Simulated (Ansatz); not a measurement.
Born–Oppenheimer molecular dynamics of BClH$_{3}$N (6 atoms, charge 0, multiplicity 1). It starts from a relaxed structure.

The calculation used Ansatz 0.2.0, RKS PBE-D4/def2-SVP.

- ensemble: NVE (velocity Verlet)
- time step: 1 fs
- steps asked: 250
- starting velocities drawn for: 700 K
- seed: 307096

First frame:

```xyz
6
Properties=species:S:1:pos:R:3
B -0.013 0.016 0.068
N -0.017 -0.002 1.463
H -0.868 -0.091 2.020
H 0.841 0.075 2.010
H 1.024 0.124 -0.552
Cl -1.548 -0.122 -0.823
```

**Question.** What does the run give?

**Answer.** All steps were run.

```json
{
  "steps done": "250",
  "time covered": "250 fs",
  "mean temperature over the second half": "340 K",
  "spread of the potential energy over the second half": "10.6 meV per atom",
  "mean potential energy of the second half above the start": "31.3 meV per atom"
}
```

The conserved energy stayed within 0.52 meV per atom of its start (net change 0.13 meV per atom), so the integration is sound. The temperature averaged 0.49 of the 700 K drawn at the start: a run that starts near a minimum puts about half its kinetic energy into the potential. A run of 0.25 ps of so small a system gives no equilibrium averages.

**Question.** What happens to the structure?

**Answer.** The same pairs are bonded in the first frame and the last. Pairs count as bonded within 1.25 times the sum of covalent radii (0.12 Å more for H–H). The details hang on the random start.

**Question.** How do temperature and energy run in time?

**Answer.** 
```json
{"time (fs)": "0.0", "T (K)": "700", "potential energy less start (eV)": "0.000", "conserved less start (meV/atom)": "0.00"}
{"time (fs)": "12.0", "T (K)": "143", "potential energy less start (eV)": "0.290", "conserved less start (meV/atom)": "0.34"}
{"time (fs)": "24.0", "T (K)": "428", "potential energy less start (eV)": "0.141", "conserved less start (meV/atom)": "0.13"}
{"time (fs)": "36.0", "T (K)": "505", "potential energy less start (eV)": "0.102", "conserved less start (meV/atom)": "0.26"}
{"time (fs)": "48.0", "T (K)": "94", "potential energy less start (eV)": "0.316", "conserved less start (meV/atom)": "0.38"}
{"time (fs)": "60.0", "T (K)": "572", "potential energy less start (eV)": "0.068", "conserved less start (meV/atom)": "0.28"}
{"time (fs)": "72.0", "T (K)": "209", "potential energy less start (eV)": "0.256", "conserved less start (meV/atom)": "0.35"}
{"time (fs)": "84.0", "T (K)": "301", "potential energy less start (eV)": "0.208", "conserved less start (meV/atom)": "0.33"}
{"time (fs)": "96.0", "T (K)": "481", "potential energy less start (eV)": "0.114", "conserved less start (meV/atom)": "0.18"}
{"time (fs)": "108.0", "T (K)": "141", "potential energy less start (eV)": "0.291", "conserved less start (meV/atom)": "0.33"}
{"time (fs)": "120.0", "T (K)": "476", "potential energy less start (eV)": "0.117", "conserved less start (meV/atom)": "0.23"}
{"time (fs)": "132.0", "T (K)": "305", "potential energy less start (eV)": "0.206", "conserved less start (meV/atom)": "0.34"}
{"time (fs)": "144.0", "T (K)": "262", "potential energy less start (eV)": "0.229", "conserved less start (meV/atom)": "0.43"}
{"time (fs)": "156.0", "T (K)": "483", "potential energy less start (eV)": "0.114", "conserved less start (meV/atom)": "0.20"}
{"time (fs)": "168.0", "T (K)": "264", "potential energy less start (eV)": "0.228", "conserved less start (meV/atom)": "0.38"}
{"time (fs)": "180.0", "T (K)": "387", "potential energy less start (eV)": "0.163", "conserved less start (meV/atom)": "0.15"}
{"time (fs)": "192.0", "T (K)": "337", "potential energy less start (eV)": "0.189", "conserved less start (meV/atom)": "0.29"}
{"time (fs)": "204.0", "T (K)": "291", "potential energy less start (eV)": "0.214", "conserved less start (meV/atom)": "0.30"}
{"time (fs)": "216.0", "T (K)": "369", "potential energy less start (eV)": "0.173", "conserved less start (meV/atom)": "0.29"}
{"time (fs)": "228.0", "T (K)": "240", "potential energy less start (eV)": "0.241", "conserved less start (meV/atom)": "0.46"}
{"time (fs)": "240.0", "T (K)": "379", "potential energy less start (eV)": "0.167", "conserved less start (meV/atom)": "0.21"}
```

Time of the run: 4.8 min on 1 thread of Arm Neoverse V1, on a shared host, peak memory 0.098 GiB.
